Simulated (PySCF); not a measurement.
Fractional electron number in Al (aluminium, neutral)

The 3p alpha orbital of [Ne] 3s2 3p1 is emptied in steps (occupation f), with all orbitals relaxed, ending at [Ne] 3s2. Calculation: PySCF 2.14, in jorge-DZP-DKH; scalar relativity by spin-free X2C-1e. The exact energy is a straight line in f; departures are measured from the line between the end points of the same method.

```json
{"f": "1", "UHF (eV)": "0.000", "LDA (eV)": "0.000", "PBE (eV)": "0.000", "PBE0 (eV)": "0.000", "r2SCAN (eV)": "0.000", "BHandHLYP (eV)": "0.000", "wB97X (eV)": "0.000", "M06-2X (eV)": "0.000", "BLYP (eV)": "0.000"}
{"f": "0.8", "UHF (eV)": "0.048", "LDA (eV)": "-0.495", "PBE (eV)": "-0.487", "PBE0 (eV)": "-0.355", "r2SCAN (eV)": "-0.453", "BHandHLYP (eV)": "-0.233", "wB97X (eV)": "-0.029", "M06-2X (eV)": "-0.243", "BLYP (eV)": "-0.497"}
{"f": "0.6", "UHF (eV)": "0.071", "LDA (eV)": "-0.747", "PBE (eV)": "-0.733", "PBE0 (eV)": "-0.531", "r2SCAN (eV)": "-0.675", "BHandHLYP (eV)": "-0.349", "wB97X (eV)": "-0.041", "M06-2X (eV)": "-0.369", "BLYP (eV)": "-0.749"}
{"f": "0.4", "UHF (eV)": "0.070", "LDA (eV)": "-0.750", "PBE (eV)": "-0.732", "PBE0 (eV)": "-0.528", "r2SCAN (eV)": "-0.668", "BHandHLYP (eV)": "-0.348", "wB97X (eV)": "-0.039", "M06-2X (eV)": "-0.374", "BLYP (eV)": "-0.750"}
{"f": "0.2", "UHF (eV)": "0.046", "LDA (eV)": "-0.501", "PBE (eV)": "-0.486", "PBE0 (eV)": "-0.348", "r2SCAN (eV)": "-0.439", "BHandHLYP (eV)": "-0.231", "wB97X (eV)": "-0.026", "M06-2X (eV)": "-0.254", "BLYP (eV)": "-0.500"}
{"f": "0", "UHF (eV)": "0.000", "LDA (eV)": "0.000", "PBE (eV)": "0.000", "PBE0 (eV)": "0.000", "r2SCAN (eV)": "0.000", "BHandHLYP (eV)": "0.000", "wB97X (eV)": "0.000", "M06-2X (eV)": "0.000", "BLYP (eV)": "0.000"}
```

| method | E(f=0) − E(f=1) (eV) | −ε at f=1 (eV) | −ε at f=0.4 (eV) |
| --- | --- | --- | --- |
| UHF | 5.571 | 5.874 | 5.507 |
| LDA | 6.018 | 2.944 | 6.628 |
| PBE | 6.060 | 3.027 | 6.679 |
| PBE0 | 6.079 | 3.861 | 6.538 |
| r2SCAN | 6.158 | 3.313 | 6.755 |
| BHandHLYP | 5.883 | 4.422 | 6.180 |
| wB97X | 5.923 | 5.732 | 5.963 |
| M06-2X | 5.736 | 4.237 | 6.025 |
| BLYP | 5.854 | 2.761 | 6.476 |

Orbital energy along the path (eV):

| f | UHF | LDA | PBE | PBE0 | r2SCAN | BHandHLYP | wB97X | M06-2X | BLYP |
| --- | --- | --- | --- | --- | --- | --- | --- | --- | --- |
| 1 | -5.874 | -2.944 | -3.027 | -3.861 | -3.313 | -4.422 | -5.732 | -4.237 | -2.761 |
| 0.8 | -5.746 | -4.147 | -4.225 | -4.751 | -4.472 | -5.009 | -5.822 | -4.808 | -3.978 |
| 0.6 | -5.624 | -5.376 | -5.446 | -5.647 | -5.624 | -5.596 | -5.901 | -5.406 | -5.219 |
| 0.4 | -5.507 | -6.628 | -6.679 | -6.538 | -6.755 | -6.180 | -5.963 | -6.025 | -6.476 |
| 0.2 | -5.396 | -7.895 | -7.901 | -7.409 | -7.841 | -6.756 | -6.015 | -6.650 | -7.735 |
| 0 | -5.290 | -9.149 | -9.058 | -8.214 | -8.841 | -7.319 | -6.096 | -7.404 | -8.961 |

Reference removal energy between the ground levels: 5.986 eV (measured; NIST Atomic Spectra Database, ionization energies). The calculation has no spin-orbit coupling. UHF lacks correlation.
